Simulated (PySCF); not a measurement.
## Highest orbital energy against ionisation energy along the third row

Calculated with PySCF 2.14, no spin-orbit coupling. Each cell gives −ε(HOMO) / ΔSCF in eV; NIST values include spin-orbit coupling, (s) semi-empirical, (t) theoretical.

| species | UHF | LDA | PBE | PBE0 | r2SCAN | NIST (lowest levels) |
| --- | --- | --- | --- | --- | --- | --- |
| Mg (aug-cc-pVQZ-DK, spin-free X2C) | 6.896 / 6.615 | 4.781 / 7.733 | 4.706 / 7.625 | 5.434 / 7.553 | 4.819 / 7.381 | 7.646 |
| Al (aug-cc-pVQZ-DK, spin-free X2C) | 5.932 / 5.598 | 3.003 / 6.020 | 3.084 / 6.067 | 3.899 / 6.087 | 3.340 / 6.171 | 5.986 |
| Si (aug-cc-pVQZ-DK, spin-free X2C) | 8.188 / 7.626 | 4.563 / 8.221 | 4.597 / 8.187 | 5.619 / 8.209 | 4.902 / 8.312 | 8.152 |
| P (aug-cc-pVQZ-DK, spin-free X2C) | 10.655 / 9.895 | 6.286 / 10.566 | 6.284 / 10.478 | 7.522 / 10.518 | 6.682 / 10.613 | 10.487 |
| S (aug-cc-pVQZ-DK, spin-free X2C) | 10.309 / 9.221 | 6.155 / 10.551 | 6.146 / 10.415 | 7.407 / 10.389 | 6.405 / 10.362 | 10.360 |
| Cl (aug-cc-pVQZ-DK, spin-free X2C) | 13.068 / 11.748 | 8.194 / 13.187 | 8.119 / 12.956 | 9.588 / 12.939 | 8.440 / 12.979 | 12.968 |
| Ar (aug-cc-pVQZ-DK, spin-free X2C) | 16.065 / 14.532 | 10.390 / 15.975 | 10.272 / 15.689 | 11.965 / 15.698 | 10.713 / 15.740 | 15.760 |

**Question.** How far is −ε(HOMO) from ΔSCF on average for each method, and why?

**Answer.** UHF 0.84 eV; LDA -4.13 eV; PBE -4.03 eV; PBE0 -2.85 eV; r2SCAN -3.75 eV. Hartree-Fock orbital energies lack relaxation and so exceed the ΔSCF value; semilocal functionals have convex E(N) from self-interaction, so their HOMO lies far too high; exact exchange moves hybrids part of the way back.
